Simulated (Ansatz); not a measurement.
Ansatz (a first-principles code) input (CCSD(T)/6-31G*):

Ansatz 0.2 input:
```yaml
crystal:
  periodic: [false, false, false]
  atoms:
    - {symbol: N, position_ang: [-0.00000000, 0.00000000, 0.00000000]}
    - {symbol: H, position_ang: [-0.01073378, 1.02502493, -0.03038898]}
    - {symbol: H, position_ang: [0.89333025, -0.50366246, 0.00006664]}
    - {symbol: H, position_ang: [-0.88259648, -0.52136248, 0.03032234]}
basis:
  gaussian:
    orbitals: 6-31G*
total_charge: 1
magnetization: {spin_polarized: true, initial_magnetization: 1}
correlation: {method: ccsd_t, electrons: outside_noble_gas}
```

End of the output:

```
mean field -1520.37630839 eV, -55.8727987852 hartree, gradient 1.5e-6 eV, S^2 0.760897; 1 other end points of the search recorded, 0 dependent functions left out
1 core orbitals not correlated
reference -1520.37630839 eV, -55.8727987852 hartree; 4, 3 occupied and 16, 17 virtual orbitals, 234 factors
second order -3.56755300 eV of doubles, -0.00000000 eV of singles
coupled cluster: 0.05 GiB planned
cycle   1  -3.95661180 eV  change   -3.9e-1 eV  update   3.5e-2
cycle   2  -4.09174930 eV  change   -1.4e-1 eV  update   1.4e-2
cycle   3  -4.10417172 eV  change   -1.2e-2 eV  update   4.6e-3
cycle   4  -4.10589693 eV  change   -1.7e-3 eV  update   1.6e-3
cycle   5  -4.10602988 eV  change   -1.3e-4 eV  update   3.5e-4
cycle   6  -4.10607772 eV  change   -4.8e-5 eV  update   8.1e-5
cycle   7  -4.10607745 eV  change    2.7e-7 eV  update   2.2e-5
cycle   8  -4.10607657 eV  change    8.8e-7 eV  update   3.8e-6
perturbative correction -0.04607491 eV, -0.0016932216 hartree
Total energy: -1524.52845987 eV, -56.0253875376 hartree
```
